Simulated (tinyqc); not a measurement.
Worked calculation: MP2 on RHF in the sto-3g basis, for OH-, spin multiplicity 1. The basis has no diffuse functions, so it cannot describe the extra electron: this is an exercise in the method, not the real anion. Computed by tinyqc, a small Python program that keeps every step (integrals from PySCF). Settings: charge = -1, multiplicity = 1, basis = sto-3g, method = RHF, energy threshold = 1e-10, iteration cap = 59, orthogonalisation = symmetric, start = Wolfsberg-Helmholz matrix, DIIS depth = 6. Command: `OMP_NUM_THREADS=1 python tinyqc.py 20834 20835 out.jsonl` (the two numbers bound the seeds that draw the settings). One thread of a shared host (Intel(R) Xeon(R) Processor @ 2.60GHz), about 0.1 s of CPU time with the checks. The early iterations of the SCF are left out here.

## One-electron integrals

Geometry (angstrom):

| atom | x | y | z |
|---|---|---|---|
| O | 0.000000 | 0.000000 | 0.000000 |
| H | 0.000000 | 0.000000 | 0.840000 |

Basis sto-3g: exponents (1/bohr^2) and contraction coefficients of normalised primitives:

| element | l (shell) | exponent | coefficient |
|---|---|---|---|
| O | s (1) | 130.709320 | 0.154329 |
| O | s (1) | 23.808861 | 0.535328 |
| O | s (1) | 6.443608 | 0.444635 |
| O | s (2) | 5.033151 | -0.099967 |
| O | s (2) | 1.169596 | 0.399513 |
| O | s (2) | 0.380389 | 0.700115 |
| O | p (3) | 5.033151 | 0.155916 |
| O | p (3) | 1.169596 | 0.607684 |
| O | p (3) | 0.380389 | 0.391957 |
| H | s (1) | 3.425251 | 0.154329 |
| H | s (1) | 0.623914 | 0.535328 |
| H | s (1) | 0.168855 | 0.444635 |

Overlap, kinetic and nuclear-attraction integrals over the contracted functions; the nuclear repulsion is the sum of Za Zb / Rab.

nuclear repulsion = 5.03978296 hartree

overlap S, lower triangle:
```
           1O 1s     1O 2s    1O 2px    1O 2py    1O 2pz     2H 1s
1O 1s   1.000000
1O 2s   0.236704  1.000000
1O 2px  0.000000  0.000000  1.000000
1O 2py  0.000000  0.000000  0.000000  1.000000
1O 2pz  0.000000  0.000000  0.000000  0.000000  1.000000
2H 1s   0.071050  0.554502  0.000000  0.000000  0.430250  1.000000
```

kinetic energy T (hartree), lower triangle:
```
            1O 1s     1O 2s    1O 2px    1O 2py    1O 2pz     2H 1s
1O 1s   29.003200
1O 2s   -0.168011  0.808128
1O 2px   0.000000  0.000000  2.528731
1O 2py   0.000000  0.000000  0.000000  2.528731
1O 2pz   0.000000  0.000000  0.000000  0.000000  2.528731
2H 1s    0.008672  0.192817  0.000000  0.000000  0.381685  0.760032
```

nuclear attraction V (hartree), lower triangle:
```
             1O 1s      1O 2s     1O 2px     1O 2py     1O 2pz      2H 1s
1O 1s   -61.248428
1O 2s    -7.332197  -9.664862
1O 2px    0.000000   0.000000  -9.537630
1O 2py    0.000000   0.000000   0.000000  -9.537630
1O 2pz   -0.020158  -0.223679   0.000000   0.000000  -9.701562
2H 1s    -2.277289  -4.460708   0.000000   0.000000  -3.185463  -5.976373
```

core Hamiltonian H = T + V (hartree), lower triangle:
```
             1O 1s      1O 2s     1O 2px     1O 2py     1O 2pz      2H 1s
1O 1s   -32.245228
1O 2s    -7.500207  -8.856734
1O 2px    0.000000   0.000000  -7.008899
1O 2py    0.000000   0.000000   0.000000  -7.008899
1O 2pz   -0.020158  -0.223679   0.000000   0.000000  -7.172831
2H 1s    -2.268617  -4.267891   0.000000   0.000000  -2.803778  -5.216341
```

## Two-electron integrals

Functions are numbered as in S; the eight-fold symmetry (ij|kl) = (ji|kl) = (kl|ij) leaves the list below.

Two-electron integrals (ij|kl) in chemists' order, unique and non-zero (hartree):
```
(11|11) 4.785065   (21|11) 0.741380   (21|21) 0.136873   (22|11) 1.118947
(22|21) 0.256633   (22|22) 0.817206   (31|31) 0.024477   (32|31) 0.037809
(32|32) 0.180518   (33|11) 1.115814   (33|21) 0.256684   (33|22) 0.817023
(33|33) 0.880159   (41|41) 0.024477   (42|41) 0.037809   (42|42) 0.180518
(43|43) 0.047444   (44|11) 1.115814   (44|21) 0.256684   (44|22) 0.817023
(44|33) 0.785270   (44|44) 0.880159   (51|51) 0.024477   (52|51) 0.037809
(52|52) 0.180518   (53|53) 0.047444   (54|54) 0.047444   (55|11) 1.115814
(55|21) 0.256684   (55|22) 0.817023   (55|33) 0.785270   (55|44) 0.785270
(55|55) 0.880159   (61|11) 0.226952   (61|21) 0.041479   (61|22) 0.077052
(61|33) 0.076913   (61|44) 0.076913   (61|51) 0.001857   (61|52) 0.003454
(61|55) 0.077338   (61|61) 0.012726   (62|11) 0.491236   (62|21) 0.113810
(62|22) 0.394219   (62|33) 0.388092   (62|44) 0.388092   (62|51) 0.008355
(62|52) 0.060718   (62|55) 0.406121   (62|61) 0.035000   (62|62) 0.225179
(63|31) 0.012626   (63|32) 0.070827   (63|53) 0.012973   (63|63) 0.034234
(64|41) 0.012626   (64|42) 0.070827   (64|54) 0.012973   (64|64) 0.034234
(65|11) 0.326533   (65|21) 0.076724   (65|22) 0.284040   (65|33) 0.270834
(65|44) 0.270834   (65|51) 0.017674   (65|52) 0.113145   (65|55) 0.310148
(65|61) 0.024762   (65|62) 0.197162   (65|65) 0.205298   (66|11) 0.592399
(66|21) 0.139430   (66|22) 0.547076   (66|33) 0.524994   (66|44) 0.524994
(66|51) 0.014669   (66|52) 0.140443   (66|55) 0.590626   (66|61) 0.043372
(66|62) 0.373516   (66|65) 0.374517   (66|66) 0.774606
```

## Orthogonalisation

S = U s U^T; symmetric (Loewdin) form X = U s^(-1/2) U^T, so that X^T S X = 1.

eigenvalues of S: 0.287950  0.841147  1.000000  1.000000  1.122526  1.748377

X, lower triangle:
```
            1O 1s      1O 2s    1O 2px    1O 2py     1O 2pz     2H 1s
1O 1s    1.023453
1O 2s   -0.138164   1.216152
1O 2px   0.000000   0.000000  1.000000
1O 2py   0.000000   0.000000  0.000000  1.000000
1O 2pz  -0.011741   0.148015  0.000000  0.000000   1.112799
2H 1s    0.027354  -0.428500  0.000000  0.000000  -0.327470  1.301620
```

## Starting guess

The start is the generalised Wolfsberg-Helmholz matrix (K = 1.75) built on H; D = 2 C_occ C_occ^T.

D at the start, lower triangle:
```
            1O 1s      1O 2s    1O 2px    1O 2py    1O 2pz     2H 1s
1O 1s    2.077487
1O 2s   -0.298165   1.301170
1O 2px   0.000000   0.000000  2.000000
1O 2py   0.000000   0.000000  0.000000  2.000000
1O 2pz   0.140037  -0.535390  0.000000  0.000000  1.654434
2H 1s   -0.202401   0.498685  0.000000  0.000000  0.269002  0.352303
```

## Iteration 7 (converged): orbitals

converged F (hartree), lower triangle:
```
             1O 1s      1O 2s    1O 2px    1O 2py     1O 2pz      2H 1s
1O 1s   -19.327606
1O 2s    -4.963408  -1.782703
1O 2px    0.000000   0.000000  0.266959
1O 2py    0.000000   0.000000  0.000000  0.266959
1O 2pz   -0.029977  -0.117467  0.000000  0.000000   0.331054
2H 1s    -1.510450  -0.895962  0.000000  0.000000  -0.339708  -0.298257
```

Diagonalise F' = X^T F X, C = X C', fill 5 alpha and 5 beta electrons from the bottom; D = 2 C_occ C_occ^T. Each column has its largest component positive (the first on a tie).

F' = X^T F X (hartree), lower triangle:
```
            1          2         3         4          5         6
1  -18.952573
2   -2.655429  -0.628148
3    0.000000   0.000000  0.266959
4    0.000000   0.000000  0.000000  0.266959
5   -0.057861   0.192071  0.000000  0.000000   0.638411
6   -0.289774  -0.660422  0.000000  0.000000  -0.648825  0.453800
```

orbital energies (hartree): MO1 -19.337002, MO2 -0.627739, MO3 0.078567, MO4 0.266959, MO5 0.266959, MO6 1.397665

coefficients C:
```
              MO1        MO2        MO3       MO4        MO5        MO6
1O 1s    0.994014  -0.227860  -0.126056  0.000000   0.000000   0.107506
1O 2s    0.026957   0.787161   0.676890  0.000000   0.000000  -0.790637
1O 2px   0.000000   0.000000   0.000000  0.298991   0.954256   0.000000
1O 2py   0.000000   0.000000   0.000000  0.954256  -0.298991   0.000000
1O 2pz   0.005336   0.112476  -0.586476  0.000000   0.000000  -1.005470
2H 1s   -0.009020   0.318959  -0.599206  0.000000   0.000000   1.234888
```

D after iteration 7, lower triangle:
```
            1O 1s      1O 2s    1O 2px    1O 2py    1O 2pz     2H 1s
1O 1s    2.111748
1O 2s   -0.475787   2.157059
1O 2px   0.000000   0.000000  2.000000
1O 2py   0.000000   0.000000  0.000000  2.000000
1O 2pz   0.107208  -0.616598  0.000000  0.000000  0.713267
2H 1s   -0.012220  -0.309535  0.000000  0.000000  0.774494  0.921727
```

Within a degenerate level the vectors are fixed only up to a rotation; this is one choice.

## Convergence

Stop when the energy changes by less than 1e-10 hartree and every element of the error matrix X^T (F D S - S D F) X is below 3e-06.

Course of the cycle:

| iteration | E (hartree) | change | largest element of the error matrix |
|---|---|---|---|
| 1 | -73.75617319 | - | 4.60e-01 |
| 2 | -73.99046362 | -2.34e-01 | 1.31e-01 |
| 3 | -74.00985552 | -1.94e-02 | 1.34e-02 |
| 4 | -74.00996967 | -1.14e-04 | 1.52e-03 |
| 5 | -74.00997106 | -1.40e-06 | 1.68e-05 |
| 6 | -74.00997106 | -1.78e-10 | 1.35e-06 |
| 7 | -74.00997106 | -1.21e-12 | 1.42e-09 |

PySCF RHF in the same basis = -74.00997106 hartree

Converged in 7 iterations.

## Populations, bond orders and dipole

Mulliken: Z minus the diagonal of D S on the atom; Loewdin: the same with S^(1/2) D S^(1/2); Mayer order: 2 sum_s sum (D(s) S)_ij (D(s) S)_ji over the two atoms.

Charges (e):

| atom | Mulliken | Loewdin |
|---|---|---|
| 1O | -0.917553 | -0.907291 |
| 2H | -0.082447 | -0.092709 |

Mayer bond orders:

| pair | order |
|---|---|
| 2-1 | 0.993202 |

dipole moment about the origin, x y z (debye): 0.000000  0.000000  0.301617

## Integrals over molecular orbitals

(pq|rs) = sum C_ip C_jq C_kr C_ls (ij|kl), one index at a time.

one-electron integrals over orbitals h = C^T H C (hartree), lower triangle:
```
            1          2          3          4          5          6
1  -32.226590
2    0.567635  -7.146011
3    0.304366  -0.603769  -6.307099
4    0.000000   0.000000   0.000000  -7.008899
5    0.000000   0.000000   0.000000   0.000000  -7.008899
6   -0.259546   1.262658  -1.187798   0.000000   0.000000  -5.497394
```

Two-electron integrals over orbitals (pq|rs), unique and non-zero (hartree):
```
(11|11) 4.743549    (21|11) -0.409286   (21|21) 0.055889    (22|11) 0.986765
(22|21) -0.011990   (22|22) 0.739300    (31|11) -0.226875   (31|21) 0.028471
(31|22) -0.016945   (31|31) 0.027535    (32|11) 0.171518    (32|21) -0.010241
(32|22) -0.015718   (32|31) 0.011643    (32|32) 0.145182    (33|11) 0.923420
(33|21) -0.011939   (33|22) 0.664410    (33|31) 0.005137    (33|32) 0.062149
(33|33) 0.724300    (41|41) 0.026085    (42|41) 0.031712    (42|42) 0.138305
(43|41) 0.016519    (43|42) 0.057431    (43|43) 0.058828    (44|11) 1.115316
(44|21) -0.011854   (44|22) 0.738575    (44|31) -0.006486   (44|32) 0.089409
(44|33) 0.694020    (44|44) 0.880159    (51|51) 0.026085    (52|51) 0.031712
(52|52) 0.138305    (53|51) 0.016519    (53|52) 0.057431    (53|53) 0.058828
(54|54) 0.047444    (55|11) 1.115316    (55|21) -0.011854   (55|22) 0.738575
(55|31) -0.006486   (55|32) 0.089409    (55|33) 0.694020    (55|44) 0.785270
(55|55) 0.880159    (61|11) 0.196139    (61|21) -0.030165   (61|22) -0.005349
(61|31) -0.000019   (61|32) 0.023574    (61|33) 0.018931    (61|44) 0.005043
(61|55) 0.005043    (61|61) 0.034463    (62|11) -0.271781   (62|21) 0.004806
(62|22) -0.120083   (62|31) 0.017939    (62|32) -0.002279   (62|33) -0.033105
(62|44) -0.138740   (62|55) -0.138740   (62|61) 0.014638    (62|62) 0.112293
(63|11) 0.237231    (63|21) -0.004424   (63|22) 0.057587    (63|31) 0.004961
(63|32) 0.106628    (63|33) 0.097750    (63|44) 0.124840    (63|55) 0.124840
(63|61) 0.010647    (63|62) -0.051833   (63|63) 0.132643    (64|41) -0.012920
(64|42) -0.049310   (64|43) 0.000624    (64|64) 0.039702    (65|51) -0.012920
(65|52) -0.049310   (65|53) 0.000624    (65|65) 0.039702    (66|11) 0.949922
(66|21) -0.009728   (66|22) 0.699877    (66|31) -0.019445   (66|32) -0.053003
(66|33) 0.648137    (66|44) 0.664498    (66|55) 0.664498    (66|61) -0.011303
(66|62) -0.087250   (66|63) 0.018720    (66|66) 0.729863
```

## Second-order Moller-Plesset energy

Hartree-Fock energy = -74.00997106 hartree

E2 = sum_ijab (ia|jb) [2 (ia|jb) - (ib|ja)] / (e_i + e_j - e_a - e_b) over occupied i, j and virtual a, b; the opposite-spin part is (ia|jb)^2 / denominator, the rest is same-spin, and SCS-MP2 scales them by 6/5 and 1/3.

Terms:

| i | j | a | b | (ia\|jb) | (ib\|ja) | denominator | term |
|---|---|---|---|---|---|---|---|
| 3 | 3 | 6 | 6 | 0.132643 | 0.132643 | -2.638196 | -0.006669 |
| 2 | 2 | 6 | 6 | 0.112293 | 0.112293 | -4.050808 | -0.003113 |
| 3 | 2 | 6 | 6 | -0.051833 | -0.051833 | -3.344502 | -0.000803 |
| 2 | 3 | 6 | 6 | -0.051833 | -0.051833 | -3.344502 | -0.000803 |
| 4 | 4 | 6 | 6 | 0.039702 | 0.039702 | -2.261412 | -0.000697 |
| 5 | 5 | 6 | 6 | 0.039702 | 0.039702 | -2.261412 | -0.000697 |
| 1 | 1 | 6 | 6 | 0.034463 | 0.034463 | -41.469335 | -0.000029 |
| 1 | 2 | 6 | 6 | 0.014638 | 0.014638 | -22.760072 | -0.000009 |
| 2 | 1 | 6 | 6 | 0.014638 | 0.014638 | -22.760072 | -0.000009 |
| 3 | 1 | 6 | 6 | 0.010647 | 0.010647 | -22.053766 | -0.000005 |
| 1 | 3 | 6 | 6 | 0.010647 | 0.010647 | -22.053766 | -0.000005 |

Pair energies (hartree; pair i-j sums ij and ji):

| pair | opposite spin | same spin |
|---|---|---|
| 1-1 | -0.000029 | 0.000000 |
| 2-1 | -0.000019 | 0.000000 |
| 2-2 | -0.003113 | 0.000000 |
| 3-1 | -0.000010 | 0.000000 |
| 3-2 | -0.001607 | 0.000000 |
| 3-3 | -0.006669 | 0.000000 |
| 4-4 | -0.000697 | 0.000000 |
| 5-5 | -0.000697 | 0.000000 |

MP2 correlation energy = -0.01284031 hartree

SCS-MP2 correlation energy = -0.01540837 hartree

MP2 total energy = -74.02281137 hartree
